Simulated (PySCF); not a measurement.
Geometry:
```
atom   x (Å)   y (Å)   z (Å)
 Si1  -0.006   0.005  -0.587
  C2   0.010  -0.011   1.271
  N3   0.023  -0.022   2.431
  H4   1.408   0.016  -1.049
  H5  -0.724   1.232  -1.022
  H6  -0.711  -1.222  -1.044
```

How the numbers were obtained: GIAO B3LYP/pcSseg-1 shieldings, structure optimised with PBE0-D3(BJ)/def2-SVP, in PySCF 2.14.0 with density-fitted response routines (non-relativistic Hamiltonian, fast rotation and ring inversion assumed for equivalent nuclei, in vacuum, one conformer).

δ = σ(ref) − σ, references computed at the same level: $^{13}$C, $^{1}$H, $^{29}$Si against TMS; $^{15}$N vs NH3.

```csv
atoms,nucleus,count,δ (ppm)
C2,$^{13}$C,1,?
N3,$^{15}$N,1,379.2
Si1,$^{29}$Si,1,?
H4/H5/H6,$^{1}$H,3,4.07
```

Question: Complete the table.

Answer: 
- C2: 119.3 ppm, nitrile carbon; C≡N carbons fall here, among the sp2 signals but without a proton
- Si1: -100.9 ppm, silicon bonded to C, 3 H

Shifts are as computed. Against solution values, carbons near 30 ppm lie about +2 ppm off and those near 130 ppm about +6 ppm. Of 1211 compounds with measured shifts, 218 miss one by over three times the rms of a fit or turn the order of signals round; such compounds aren't used in these exercises. Experimental scales use liquid or dissolved standards, which lie at an offset from isolated NH3 (liquid NH3: subtract about 20 ppm). Unscaled 15N shifts of sp2 nitrogen come out 20 to 40 ppm too high even then.
